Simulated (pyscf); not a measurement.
**Multi-bond step: H₂B–CH₃ + HF → H₃C–F + BH₃**

Gas phase, singlet surface, charge 0. Bonds broken: C1–B2, C1–H5, F8–H9. Bonds formed: C1–F8, C1–H9, B2–H5. Optimised with ωB97X-D3(BJ)/def2-SVP in PySCF. MP2 and CC: frozen core, UHF for open shells. ΔMP2 is the change of the MP2 total energy from the triple- to the quadruple-zeta basis.

Transition state (Å):

```xyz
9

C     -1.1406    -0.5395    -0.8957
B     -0.2956     0.3800     0.1603
H     -0.8364    -1.5859    -0.9560
H     -2.2100    -0.3290    -0.9517
H     -1.0277    -0.4211     0.7867
H     -0.6850     1.5164     0.3045
H      0.8710     0.0911     0.2998
F     -0.7163    -0.0701    -2.5075
H     -0.3424     0.3350    -1.3687
```

One imaginary mode, 1333i cm⁻¹; descent along it reached the two sides named.

```
bond   change  reactant side (Å)  saddle  product side
-----  ------  -----------------  ------  ------------
C1–B2  breaks              1.581   1.635           3.1
C1–H5  breaks              1.107   1.690           3.1
F8–H9  breaks              0.928   1.265         2.022
C1–F8   forms                2.8   1.732         1.370
C1–H9   forms              2.524   1.275         1.107
B2–H5   forms              2.153   1.253         1.208
```

Electronic energies relative to the separated reactants (eV):

```
level                             barrier  reaction energy  reverse barrier
--------------------------------  -------  ---------------  ---------------
ωB97X-D3(BJ)/def2-TZVP               3.02            +1.00             2.03
PBE/def2-TZVP                        2.34            +1.05             1.29
r²SCAN/def2-TZVP                     2.58            +1.05             1.53
B3LYP-D3(BJ)/def2-TZVP               2.89            +0.97             1.92
PBE0-D3(BJ)/def2-TZVP                2.74            +1.08             1.66
M06-2X/def2-TZVP                     3.09            +0.99             2.10
ωB97M-D3(BJ)/def2-TZVP               2.98            +1.05             1.94
HF/def2-TZVP                         4.29            +0.79             3.51
MP2/def2-QZVPP                       3.14            +1.21             1.92
CCSD/def2-TZVPP                      3.39            +1.07             2.32
CCSD(T)/def2-TZVPP                   3.15            +1.09             2.06
CCSD(T)/def2-TZVPP + ΔMP2(QZVPP)     3.15            +1.12             2.03
```

With CCSD(T)/def2-TZVPP + ΔMP2(QZVPP) energies and thermal terms (ideal gas, 1 atm, RRHO with modes under 100 cm⁻¹ raised to 100, one conformer, R ln 2 for chiral ones without a mode under 150 cm⁻¹), in eV:

```csv
T (K),ΔH‡,ΔG‡,ΔH,ΔG
298,3.07,3.51,+1.12,+1.15
600,3.05,3.97,+1.08,+1.20
900,3.06,4.43,+1.05,+1.26
1200,3.09,4.88,+1.03,+1.34
```

The same reactants have a lower exit, to H₃C–BH–F + H₂ (barrier +0.39 eV at ωB97M-D3(BJ), against +2.98 eV here). This is the saddle that the search found; another between the same sides may lie lower. The CCSD(T) − MP2 part came from Ansatz, without density fitting, on the same reference.
